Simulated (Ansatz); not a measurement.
The same path of AlH3O2 (6 atoms, charge 0, multiplicity 1) was run twice with different band settings. Lost on the way: Al1–H2, Al1–O3. Made: H2–O3.

Method: RKS B3LYP/def2-mTZVP (Ansatz 0.2.0).

Relaxed end points:

```xyz
6
Properties=species:S:1:pos:R:3
Al 0.252 -0.287 0.278
H 0.059 -0.200 1.840
O 1.783 -0.364 -0.457
H 2.607 -0.358 0.039
O -1.053 -0.313 -0.811
H -1.973 -0.276 -0.534
```

```xyz
6
Properties=species:S:1:pos:R:3
Al -0.594 0.785 0.557
H 1.837 -0.528 1.300
O 1.468 -0.119 0.502
H 1.201 -0.842 -0.098
O -0.727 -0.472 -0.682
H -1.511 -0.622 -1.222
```

Common settings: movable images 7; climbing image yes; spring 5.0 eV/Å²; optimiser quadratic models (default); start path through a guess of the saddle point; iteration limit 60; end points relaxed.

| run | force threshold |
| --- | --- |
| 1 | 0.03 eV/Å |
| 2 | 0.5 eV/Å |

Task: What does each run give, and how far can it be trusted?

Result: Run 1: converged after 15 iterations, highest image 2.994 eV above the first end. Neighbouring images differ by up to 1.2 eV, so the band resolves the path poorly. A vibrational analysis at the climbing image gives one clearly imaginary mode, 1478i cm⁻¹: a first-order saddle point.
Run 2: converged after 7 iterations, highest image 3.001 eV above the first end. The threshold of 0.5 eV/Å is loose, so the images may lie well off the minimum-energy path. The order of the stationary point at the top wasn't checked.
The orbitals stay closed-shell, which can raise the energy where a bond breaks towards radicals; this wasn't checked here.
